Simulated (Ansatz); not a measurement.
# Relaxing AgBr2

All numbers below come from Ansatz 0.2.0, DFT PBE, scalar-relativistic, plane waves, PAW. Cutoff 420 eV, Γ-centred k mesh, Gaussian smearing, no spin polarisation in the final step.

A relaxed cell is given with its space group left out.

```
CELL_PARAMETERS angstrom
0.00000 4.46396 4.46396
4.46396 0.00000 4.46396
4.46396 4.46396 0.00000
ATOMIC_POSITIONS crystal
Ag 0.50000 0.50000 0.50000
Ag 0.75000 0.75000 0.75000
Br 0.12500 0.12500 0.12500
Br 0.62500 0.12500 0.12500
Br 0.12500 0.12500 0.62500
Br 0.12500 0.62500 0.12500
```

Formation energies are uncorrected and refer to the elements' standard structures at the same level.

**Question.** What space group does it have?

**Answer.** Fd-3m (No. 227). Conventional cell: a = 8.928 Å. Ag has 12 Br at 3.70 Å and 4 Ag at 3.87 Å; Br has 6 Br at 3.16 Å and 6 Ag at 3.70 Å.

**Question.** How far does it lie from the elements in energy?

**Answer.** 0.59 eV/atom.

**Question.** Is it a metal?

**Answer.** Yes, bands cross the Fermi level on the 8×8×8 mesh.

The final run used a 8×8×8 mesh on its 6-atom cell and 0.10 eV smearing. For metals, differences of a few meV/atom aren't resolved. The cell came from a trial start, so AgBr2 may not exist in this structure.

Cost: 3 runs of about 1.5 core-minutes in all, on Arm Neoverse V1 (shared hosts).